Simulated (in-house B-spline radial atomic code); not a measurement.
The numbers below are computed, except where a source is named.
## S ion on O atom: potential, deflection and energy transfer

The pair potential comes from two frozen, spherical free-atom densities (PBE, B-spline radial code, scalar-relativistic past argon): electrostatics plus the change in Thomas-Fermi kinetic and Dirac exchange energy where they overlap, the recipe behind the universal ZBL potential, which averages such potentials (from solid-state densities) over many pairs. It is written V = (Z1 Z2 e²/r) φ(r/a), with e² = 14.3996 eV·Å and a = 0.46850 Å/(Z1^0.23 + Z2^0.23); ZBL's fit is φ = 0.18175 e^(−3.1998x) + 0.50986 e^(−0.94229x) + 0.28022 e^(−0.4029x) + 0.02817 e^(−0.20162x). Where φ falls below 4e-4 it is continued as an exponential.

Masses 32.06 and 16.0 u.

| x = r/a | φ, this pair | φ, ZBL |
| --- | --- | --- |
| 0.1 | 0.9029 | 0.8928 |
| 0.25 | 0.7843 | 0.7647 |
| 0.5 | 0.6407 | 0.6096 |
| 1 | 0.4491 | 0.4164 |
| 1.5 | 0.3291 | 0.2995 |
| 2 | 0.2478 | 0.2218 |
| 3 | 0.1497 | 0.1292 |
| 4 | 0.0966 | 0.08026 |
| 5 | 0.06304 | 0.05224 |
| 6.5 | 0.03325 | 0.02914 |
| 8 | 0.01856 | 0.01705 |
| 10 | 0.009585 | 0.008778 |
| 12 | 0.005202 | 0.00474 |
| 14.5 | 0.002331 | 0.002328 |
| 17 | 0.0009579 | 0.001212 |

Problem. At x = 5 the electrostatic, kinetic and exchange parts are -7.72, 211.12 and -29.53 eV. Find r, V and φ.

Solution. a = 0.46850/(1.8921 + 1.6133) = 0.13365 Å, so r = 0.66825 Å. V = -7.72 + 211.12 + (-29.53) = 173.87 eV. The bare repulsion is 16 × 8 × 14.3996/0.66825 = 2758.2 eV, so φ = 0.0630, +20.7 % against ZBL's 0.0522. The kinetic (Pauli) term is 121 % of V here, as the other two terms together attract.

Problem. The ion comes in at 0.4142 keV with impact parameter 0.6683 Å. The scattering integral gives a centre-of-mass angle of 57.7° and a closest approach of 6.734 a. What are the reduced energy, the energy passed on and the laboratory angles?

Solution. ε = E a M2/(Z1 Z2 e² (M1 + M2)) = 414.2 × 2.4141e-05 = 0.01. The most that one collision can pass on is γE with γ = 4 M1 M2/(M1 + M2)² = 0.8883. Here T = γE sin²(θ/2) = 0.8883 × 414.2 × 0.2328 = 85.68 eV. The ion turns by arctan(sin θ/(cos θ + M1/M2)) = 18.4°, and the struck atom leaves at (180° − θ)/2 = 61.1°. The closest approach is 0.900 Å. With ZBL the angle would be 53.59° and T = 74.78 eV.
